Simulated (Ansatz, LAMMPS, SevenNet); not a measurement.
# Elastic constant C11 of fcc Pt: levels of theory against measurement

Reference value: 358 GPa (measured, 0 K, low-temperature values given for 0 K; zero-point effects included; as tabulated in Li et al. (2021), arXiv:2102.01972).

```json
[
 {"level (code)": "Morse jacobson2022 (LAMMPS)", "value (GPa)": "362", "cell (Å³/atom)": "15.06"},
 {"level (code)": "SevenNet-0 (SevenNet)", "value (GPa)": "___", "cell (Å³/atom)": "15.75"},
 {"level (code)": "LDA (Ansatz)", "value (GPa)": "381", "cell (Å³/atom)": "14.76"},
 {"level (code)": "PBE (Ansatz)", "value (GPa)": "___", "cell (Å³/atom)": "15.64"},
 {"level (code)": "PBEsol (Ansatz)", "value (GPa)": "357", "cell (Å³/atom)": "15.04"},
 {"level (code)": "r²SCAN (Ansatz)", "value (GPa)": "329", "cell (Å³/atom)": "15.29"},
 {"level (code)": "HSE06 (Ansatz)", "value (GPa)": "329", "cell (Å³/atom)": "15.12"}
]
```

Problem. Some entries are withheld; supply them.

Solution. 
- SevenNet-0 (SevenNet), value (GPa): 282
- PBE (Ansatz, a quantum-chemistry and plane-wave program), value (GPa): 306

Differences against the reference: Morse jacobson2022 +1.1 %, SevenNet-0 -21 %, LDA +6.4 %, PBE -14.5 %, PBEsol -0.3 %, r²SCAN -8.1 %, HSE06 -8.1 %.

Leaving aside Morse jacobson2022, which can be fitted to such values or carry a doubt: Nearest, and too close to rank with a margin of 5.0 % (twice that across the reference) picked here for doubts on the reference and the settings, and for temperature and zero-point motion: PBEsol (-0.3 %), LDA (+6.4 %). SevenNet-0 (-21 %) lies farthest from it. Within 10 %: LDA, PBEsol, r²SCAN, HSE06. The lowest first-principles rung that does so: DFT without exact exchange (LDA, PBEsol, r²SCAN).

The reference has no zero-point or thermal correction, while the calculations are for a static lattice, so the differences are not the levels' errors alone.  Density-functional levels without +SOC have no spin–orbit coupling. HSE06: hybrids on metals are sensitive to the k mesh. Each level is taken at its own relaxed cell. Cutoffs and k meshes differ between the levels. Ansatz's density-functional and Hartree–Fock values are scalar-relativistic unless marked +SOC, with PAW data made under PBE.

Empirical potentials (Morse jacobson2022) are fitted to chosen data, which need not cover the solid at hand: agreement can be built in, and what lay outside the fit can be far off. Machine-learned potentials (SevenNet-0) are trained on DFT data, which may include these solids.

Differences are worked out from the printed values.
